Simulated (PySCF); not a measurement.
Gas-phase reaction: 3 H2SiNH → SiH2(NH2)2 + Si2N + 3 H

Computed with PySCF (xtb for GFN2) and rigid-rotor harmonic-oscillator thermochemistry at 1 bar. † marks an energy on the PBE0/def2-TZVP geometry and frequencies; other levels use their own. 6-31G* has spherical d functions here. Open shells (unrestricted): Si2N (multiplicity 2), H (multiplicity 2); the rest are closed-shell singlets. GFN2 has no spin-polarisation term. Spin-orbit splitting is ignored; it lowers the true energy and changes the entropy of Si2N. B3LYP is the form with VWN-RPA correlation. H2SiNH, SiH2(NH2)2: computed as isolated molecules; such fragments, hydroxides, amides, oligomers or adducts are transient or little studied in the gas.

```csv
level,"ΔH°(298 K), kJ"
B3LYP/6-31G*,…
GFN2-xTB,983
M06-2X/def2-TZVP†,347
PBE/def2-TZVP†,…
PBE0/def2-QZVP†,361
PBE0/def2-TZVP,359
r2SCAN/def2-TZVP†,…
LDA/def2-TZVP†,…
```

Q: Complete the blanks.

A: 
- B3LYP/6-31G*, ΔH°(298 K), kJ: 381
- PBE/def2-TZVP†, ΔH°(298 K), kJ: 384
- r2SCAN/def2-TZVP†, ΔH°(298 K), kJ: 392
- LDA/def2-TZVP†, ΔH°(298 K), kJ: 432
